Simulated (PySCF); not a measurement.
# Two structures, one formula

Two relaxed structures of CH4Si, singlet (PBE0-D4/def2-TZVP; forces vanish, vibrations not checked).

A:

C1  (-0.503, -0.655, -0.063)
Si2  (0.390, 1.001, 0.142)
H3  (-1.498, -0.599, 0.397)
H4  (-0.607, -0.975, -1.100)
H5  (0.275, 1.001, 1.669)
H6  (0.035, -1.429, 0.499)
(Å)

B:

C1  (-0.714, -0.529, -0.257)
Si2  (0.598, 0.443, 0.213)
H3  (-1.386, -0.979, 0.465)
H4  (-0.934, -0.737, -1.297)
H5  (0.907, 0.734, 1.629)
H6  (1.520, 1.063, -0.761)
(Å)

PySCF 2.14 with density fitting (its default auxiliary sets; JK sets also for MP2 and CCSD(T)); basis: def2-TZVPP; cores frozen in the correlated methods. B3LYP uses VWN-RPA correlation.

(1) Which structure is lower at CCSD(T), and by how much? (Judge from chemistry; the value comes from the calculation.)

(2) Do the other methods give the same order? (A judgement: the text doesn't fix the answer.)

The T1 diagnostic stays at or below 0.015. The restricted Hartree–Fock reference is unstable towards an unrestricted one at one or more of these structures.

## Answers

(1) Computed: B, by 0.098 eV (electronic energy, against the other). By their contacts, A is CH₄Si ([CH3][SiH]) and B is CH₄Si ([CH2][SiH2]).

(2) Computed: Not all: HF gives the other order.

```
   method  E(B) − E(A) (eV)
   PBE-D4            -0.146
r2SCAN-D4            -0.234
  PBE0-D4            -0.080
 B3LYP-D4            -0.110
  wB97M-V            -0.006
       HF             0.074
      MP2            -0.185
     CCSD            -0.025
  CCSD(T)            -0.098
```

Labels in which every atom is bracketed show which atoms are joined, not bond orders.

For scale, one of the runs: CCSD(T)/def2-TZVPP, 129 basis functions, launched by `OMP_NUM_THREADS=2 python run.py`. Hardware: 2 CPU threads of an AMD EPYC 7B13, shared host. Wall time about 35 s.
